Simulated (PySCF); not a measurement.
CH2Cl2O2

CH2Cl2O2 is a small molecule, neutral, singlet. The structure, one conformer, was relaxed in the gas phase by PBE0-D3(BJ)/def2-SVP. No frequency run checks that it is a minimum.

SMILES: OC(O)(Cl)Cl

```xyz
7

C     0.104    0.183    0.094
O    -1.034    0.885    0.178
O     0.065   -0.644   -0.975
Cl    1.457    1.351    0.004
Cl    0.381   -0.833    1.607
H    -1.765    0.270    0.016
H     0.820   -1.246   -0.941
```
Atoms count from 1 in this order.

Shieldings: GIAO PBE0/pcSseg-2. Shifts are against computed references at the same level: C TMS (σ 184.1 ppm), H TMS (σ 31.24 ppm). Core levels by delta-SCF with SCAN, pcX-2 on the ionised atom and pcseg-1 elsewhere, spin-free X2C (2p3/2 is the spin-free 2p value less a third of a first-order spin-orbit splitting); from the vacuum level, for chosen atoms.

Question: Give the shieldings and core levels atom by atom.

Answer: 
| atoms | bonded to | σ (ppm) | δ (ppm) | core level (eV) |
| --- | --- | --- | --- | --- |
| C1 | 2 Cl + 2 O | 47.2 | 136.9 | 1s 297.24 |
| O2 | 1 C + 1 H | 170.0 | - | 1s 540.60 |
| O3 | 1 C + 1 H | 134.8 | - | 1s 540.62 |
| Cl4 | 1 C | 464.8 | - | 2p3/2 206.52 |
| Cl5 | 1 C | 413.6 | - | 2p3/2 206.18 |
| H6 | 1 O | 27.89 | 3.36 | - |
| H7 | 1 O | 27.38 | 3.86 | - |

Values are those of this one static structure; atoms that internal rotation interchanges would show their mean in an NMR spectrum.

The core-hole state of C1 is spin-contaminated (⟨S²⟩ 0.79 against 0.75 for a pure doublet), so that value and differences from it are less sure.

Question: By CAM-B3LYP/def2-SVPD (TDDFT singlets, Tamm-Dancoff triplets, ionisation by delta-SCF), where does absorption start, and what does vertical ionisation take?

Answer: The lowest singlet lies at 6.49 eV (f 0.006), the strongest of the first 6 at 7.92 eV (f 0.053), the lowest triplet at 5.83 eV; vertical ionisation takes 11.32 eV.
